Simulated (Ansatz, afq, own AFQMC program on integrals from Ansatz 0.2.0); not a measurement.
Two steps: Ansatz 0.2.0 writes the Fock matrix and Cholesky factors of the valence space, and afq projects on them the lowest state that overlaps trial and start.

```yaml
crystal:
  periodic: [false, false, false]
  atoms:
    - {symbol: Ge, position_ang: [0.000000, -0.028531, 0.348760]}
    - {symbol: C, position_ang: [0.000000, 0.024796, -1.640235]}
    - {symbol: H, position_ang: [0.000000, 1.566562, 0.480764]}
    - {symbol: H, position_ang: [0.000000, -0.968678, -2.088296]}
    - {symbol: H, position_ang: [0.876161, 0.581392, -1.990831]}
    - {symbol: H, position_ang: [-0.876161, 0.581392, -1.990831]}
basis:
  gaussian: {orbitals: cc-pVDZ}
magnetization: {spin_polarized: false}
correlation: {method: ccsd_t, electrons: outside_noble_gas, hamiltonian_folder: ham}
```

```sh
$ ansatz run in.yaml --threads 1 --pin off --events-out ev --progress --plain --max-ram 1843MiB
```

afq runs on the folder ham with

```
--method phaseless --trial cisd --walkers 60 --populations 1 --least-time 40 --time-step 0.005 --steps-per-block 50 --equilibration-blocks 28 --max-blocks 300 --target-error 0.00042 --factor-cut 1e-05 --seed 2432 --release-times 0.24,0.5,1,1.5 --release-step 0.02 --release-every 4 --taylor-order 6
```

Times are imaginary, in 1/Eh. The walk had a cap of 1015 s. Filled inner d shells are frozen with the cores.

Output of the walk:

```
orbitals 46  electrons 6 6  factors 384 of 632
reference energy -2115.48804443 Eh
CCSD correlation -0.26570863 Eh in 10 cycles, weight of the determinant in the CISD state 0.8693
energy of the start -2115.753753 Eh
 block  time / (1/Eh)  mean weight  energy / Eh
     1     0.250  0.9991  -2115.749474
     2     0.500  0.9992  -2115.752307
     3     0.750  1.0011  -2115.753632
     4     1.000  0.9991  -2115.755800
     5     1.250  1.0017  -2115.754966
     8     2.000  1.0003  -2115.757855
    11     2.750  0.9994  -2115.763195
    26     6.500  1.0032  -2115.767285
    41    10.250  0.9999  -2115.761867
    56    14.000  1.0013  -2115.760491
    71    17.750  1.0033  -2115.762171
    81    20.250  0.9999  -2115.755668
    86    21.500  0.9994  -2115.762091
   101    25.250  0.9988  -2115.762273
   116    29.000  1.0006  -2115.755674
   131    32.750  0.9986  -2115.766007
   146    36.500  1.0001  -2115.761399
   161    40.250  1.0012  -2115.761634
   176    44.000  0.9981  -2115.755866
   191    47.750  0.9990  -2115.766886
   206    51.500  0.9971  -2115.763390
blocks merged  error / Eh  count
     1  0.000300  180
     2  0.000339  90
     4  0.000372  45
     8  0.000393  22
    16  0.000422  11
released: time / (1/Eh)  energy / Eh  error  mean overlap
  0.24  -2115.761464  0.000559  1.0017
  0.50  -2115.761677  0.000586  0.9969
  1.00  -2115.762304  0.000665  1.0030
  1.50  -2115.762427  0.000558  1.0187
energy -2115.761524 +/- 0.000393 Eh
(rows thinned)
```

The run passed its tests (sampling time, drift between the halves within three errors, error under three times the target), which doesn't prove that it has relaxed.

Against this walk (error 10.7 meV) on the same determinant: CCSD(T) 23.0 meV higher, CCSDT(Q) 9.7 meV lower (within the noise). The error is statistical and leaves out the bias of the constraint. Released to 1.50 1/Eh the energy moves by -25 ± 19 meV (both errors), within twice the noise.

Cautions: constraint bias not in the error; no relativity below Rb; no spin-orbit coupling; inner d shell frozen; restricted determinant unstable towards unrestricted (UHF 30 meV lower, ⟨S²⟩ 0.24).

The walk took 6.2 min on 1 thread of Arm Neoverse N1, with other jobs on the host. The log's last line is the phaseless energy.

CCSDT and higher add their correlation energy to the determinant of the CCSD(T) run, since their own runs factorise the integrals more tightly (a shift of under 2 meV). A walk keeps the symmetry of its determinant, which the program's search chose and which needn't be the lowest solution, so a lower state of the same spin and another symmetry isn't excluded.
